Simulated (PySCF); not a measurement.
Choosing a basis for TDDFT

Species: alpha-epichlorohydrin, C3H5ClO.
InChI=1S/C3H5ClO/c4-1-3-2-5-3/h3H,1-2H2/t3-/m1/s1

TDDFT with PBE0 (PySCF), vertical singlets, core orbitals frozen in the response, spherical d and f functions. The structure is a single PBE0-D3(BJ)/def2-SVP conformer in the gas phase; no vibrational or solvent corrections.

| basis | functions | diffuse | S1 (eV) | S2 (eV) | S3 (eV) | S4 (eV) | S5 (eV) | LUMO (eV) | α (au) |
| --- | --- | --- | --- | --- | --- | --- | --- | --- | --- |
| 6-31G* | 84 | no | 7.37 | 7.60 | 7.94 | 8.53 | 8.99 | 0.88 | 41.8 |
| def2-SVP | 99 | no | 7.58 | 7.74 | 8.11 | 8.71 | 8.82 | 1.13 | 41.6 |
| def2-SVPD | 150 | yes | 7.19 | 7.34 | 7.72 | 7.94 | 8.25 | 0.30 | 53.2 |
| def2-TZVP | 191 | no | 7.30 | 7.44 | 7.85 | 8.41 | 8.44 | 0.64 | 49.3 |

Question: Compare the sets with the largest diffuse one.

Answer: States are compared by their number. Against the only diffuse basis here (def2-SVPD, itself not a converged limit), sets without diffuse functions differ by up to 0.39 eV in S1 and 0.74 eV in S5. State by state, the largest deviation of a set without diffuse functions is S1 0.39, S2 0.40, S3 0.39, S4 0.77, S5 0.74 eV. The same number needn't mean the same state in each row. Against def2-SVPD the polarisability deviates by -21% in 6-31G*, -22% in def2-SVP, -7% in def2-TZVP.
